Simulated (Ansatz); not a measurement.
We consider rock-salt MgS, described by r²SCAN0 (Ansatz, a program for electronic structure, PAW).

Run with plane-wave cutoff 600 eV, 10×10×10 k mesh, scalar-relativistic PAW data made under PBE.

Computed at the level's own relaxed cell.

Hill averages of the elastic tensor: K = 82.8 GPa, G = 59.3 GPa. Volume 17.428 Å³/atom, mean atomic mass 28.185 u.

Work out the density, the sound velocities of a polycrystal and the elastic Debye temperature at this level.

ρ = 1.66054 × 28.185/17.428 = 2.685 g/cm³. v_l = √[(K + 4G/3)/ρ] = 7.764 km/s and v_t = √(G/ρ) = 4.700 km/s. The mean follows from 3/v_m³ = 1/v_l³ + 2/v_t³: v_m = 5.195 km/s. Θ_D = (ħ/k_B) v_m (6π²/V)^(1/3) = 76.38 K Å s/km × 5.195 × 1.5034 Å⁻¹ = 597 K, counting all atoms of the cell.
